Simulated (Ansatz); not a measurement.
Task: a composite energy at a relaxed geometry of FH₂SSi, SMILES F[SiH]S, with the Ansatz DFT code, driven from Python. Give the script and its output. Level of theory (for the species named): B3LYP, def2-SVP basis, multiplicity 2.

Input file `fh2ssi.xyz`:
```text
5

F    -1.39760   -0.07540    0.93550
Si   -0.74660   -0.16400   -0.51290
S     0.98210    1.06780   -0.49020
H    -0.22770   -1.55660   -0.68510
H     1.43960    0.65450    0.71130
```

Script `fh2ssi_composite.py`:
```python
import itertools
import logging
import sys

import ansatz
from ase.data import atomic_numbers, covalent_radii
import numpy as np

logging.basicConfig(stream=sys.stdout, format="%(levelname)s %(message)s")
logger = logging.getLogger("fh2ssi")
logger.setLevel(logging.INFO)

molecule = ansatz.Crystal.molecule_from_extxyz("fh2ssi.xyz")

job = (
    molecule.calculation()
    .basis(gaussian="def2-SVP")
    .functional("b3lyp")
    .spin("collinear", total=1)
    .scf(lower_state_search="standard")
)
symbols = [site.symbol for site in molecule.cartesian_sites]
start = np.array([site.position_ang for site in molecule.cartesian_sites], dtype=float)
report = job.relax(force_tolerance=0.01).run(threads=1, pin="off").report
end = np.array(report["positions_ang"])
radius = [covalent_radii[atomic_numbers[s]] for s in symbols]
span = lambda where, i, j: np.linalg.norm(where[i] - where[j])
bonded = [(i, j) for i, j in itertools.combinations(range(len(symbols)), 2) if min(span(start, i, j), span(end, i, j)) < 1.2 * (radius[i] + radius[j])]
logger.info("pair        before    after (A)")
for i, j in bonded:
    print(f"{symbols[i]}{i}-{symbols[j]}{j}".ljust(10), f"{span(start, i, j):8.4f} {span(end, i, j):8.4f}")
for first, second in list(itertools.combinations(bonded, 2)):
    shared = set(first) & set(second)
    if shared and symbols[(j := shared.pop())] != "H":
        i, k = sorted((set(first) | set(second)) - {j})
        u, v = end[i] - end[j], end[k] - end[j]
        angle = np.degrees(np.arccos(np.clip(u @ v / np.linalg.norm(u) / np.linalg.norm(v), -1, 1)))
        logger.info(f"final angle {symbols[i]}{i}-{symbols[j]}{j}-{symbols[k]}{k}: {angle:.2f} deg")

minimum = ansatz.Crystal.molecule()
for symbol, place in zip(symbols, end):
    minimum = minimum.atom(symbol, place.tolist())
at_minimum = minimum.calculation().spin("collinear", total=1)
level = lambda method, basis: at_minimum.basis(gaussian=basis).correlation(method).run(threads=1, pin="off").report
small, large, cluster = level("mp2", "cc-pVDZ"), level("mp2", "cc-pVTZ"), level("ccsd_t", "cc-pVDZ")
corr = lambda each: (each["free_energy_ev"] - each["reference_energy_ev"]) / 27.211386246
mp2_limit = (27 * corr(large) - 8 * corr(small)) / 19
pieces = {"HF / cc-pVTZ": large["reference_energy_ev"] / 27.211386246, "MP2 correlation, DZ-TZ limit": mp2_limit, "CCSD(T) - MP2 / cc-pVDZ": corr(cluster) - corr(small)}
for name, value in pieces.items():
    logger.info(f"{name:32s} {value:14.6f} Ha")
logger.info(f"{'sum':32s} {sum(pieces.values()):14.6f} Ha")
print("T1 diagnostic", round(cluster["correlation"]["coupled_cluster"]["t1_diagnostic"], 4))
```

```console
$ python fh2ssi_composite.py
INFO pair        before    after (A)
F0-Si1       1.5904   1.6352
Si1-S2       2.1228   2.1519
Si1-H3       1.4961   1.4978
S2-H4        1.3505   1.3545
INFO final angle F0-Si1-S2: 112.04 deg
INFO final angle F0-Si1-H3: 108.02 deg
INFO final angle S2-Si1-H3: 104.43 deg
INFO final angle Si1-S2-H4: 95.67 deg
INFO HF / cc-pVTZ                        -787.189170 Ha
INFO MP2 correlation, DZ-TZ limit          -0.582456 Ha
INFO CCSD(T) - MP2 / cc-pVDZ               -0.039604 Ha
INFO sum                                 -787.811229 Ha
T1 diagnostic 0.0151
```

These settings explore the input space; basis and method may be short of convergence. The sum leaves out core correlation, relativity, the Hartree-Fock basis error and zero-point energy; a DZ-TZ extrapolation is rough. The species is open-shell (spin multiplicity 2). b3lyp holds the VWN-RPA fit, as in Gaussian; the form of ORCA and Turbomole is b3lyp5. Inner cores stay frozen, so this is valence correlation. For Al to Cl the sets with a tight d function, cc-pV(X+d)Z, are usual. Run time: 63 s on 1 thread of Arm Neoverse V2, on a shared host, peak memory 0.31 GiB.

(Lines on the test bed's own set-up are left out of the output.)
